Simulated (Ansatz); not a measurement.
Ideal-gas functions of C3H5, SMILES `[CH]1CC1` radical at 800 K and 1 bar, from an Ansatz frequency run at PBE0-D4/def2-TZVP.

Molar mass 41.07 g/mol, point group Cs (symmetry number 1), electronic degeneracy 2, moments of inertia 21.1, 24.079, 37.865 u Å². Harmonic wavenumbers (cm⁻¹, unscaled): 557, 767, 776, 876, 948, 1026, 1063, 1090, 1095, 1161, 1284, 1447, 1481, 3111, 3111, 3177, 3190, 3247.

Use S(trans) = R[1.5 ln M + 2.5 ln T − 1.1517]; rotational temperatures θ = 24.2544 K / I; S(rot) = R[ln(√π/σ · √(T³/θAθBθC)) + 1.5]; for each mode x = 1.438777 ν̃/T, S = R[x/(eˣ − 1) − ln(1 − e⁻ˣ)] and H = RT x/(eˣ − 1); 1 cm⁻¹ = 0.0119627 kJ/mol; R = 8.31446 J/(mol·K).

By hand: the entropy, in J/(mol·K).

Translation 175.7. Rotation: θ = 1.1495, 1.0073, 0.6405 K, giving 101.8. Vibration, mode by mode: 8.64, 6.27, 6.19, 5.34, 4.82, 4.31, 4.09, 3.93, 3.91, 3.56, 2.99, 2.37, 2.26, 0.20, 0.20, 0.18, 0.18, 0.17, in all 59.6. Electronic 5.8. Sum 342.9 J/(mol·K).

By hand: H − E and G − E in kJ/mol, counted from the electronic energy.

Zero-point energy ½ × 29407 × 0.0119627 = 175.9; thermal vibration 31.0; translation, rotation and pV give 4 RT = 26.6. H − E = 233.5 kJ/mol, and G − E = 233.5 − 800 × 342.9/1000 = -40.8 kJ/mol.

Vibration gives 17 % of the entropy.
